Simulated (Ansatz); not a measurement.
P₂S₄⁺, relaxed as a doublet with UKS PBE0-D4/def2-SVP in Ansatz, starting from the GFN2-xTB geometry. Force threshold 0.02 eV/Å.

Another isomer (doublet) lies 1.40 eV lower at PBE0-D4/def2-TZVP; other spin states weren't run for this one.

Start:

Cartesian coordinates in Å:
```
P 1.752 -0.213 0.980
P 0.814 1.663 0.805
S -1.877 -0.308 -0.172
S -0.521 -1.047 -1.508
S 1.014 -1.720 -0.274
S -1.182 1.625 0.169
```

Question: Estimate the energy that the relaxation releases and the steps that it takes.

Answer: 2.4 kJ/mol, in 5 steps; 13 s on 4 threads of Arm Neoverse V1 on a shared host. No frequencies were taken in this run, so the end may be a saddle point.

Question: Does the start keep its bonding and symmetry?

Answer: By distances, no bond broke or formed. The bond that changes most is P2–S6, from 2.10 to 2.06 Å (atoms count from 1). Point group C2 at the start, C2 at the end, both within 0.05 Å.

Question: Predict the relaxed structure.

Answer: 
```xyz
6

P     1.727   -0.231    0.973
P     0.794    1.655    0.780
S    -1.861   -0.320   -0.142
S    -0.504   -1.015   -1.513
S     1.019   -1.723   -0.263
S    -1.175    1.634    0.165
```
Bond lengths: 3 × S–S 2.05 to 2.09 Å; 2 × P–S 2.06 Å; 1 × P–P 2.11 Å.
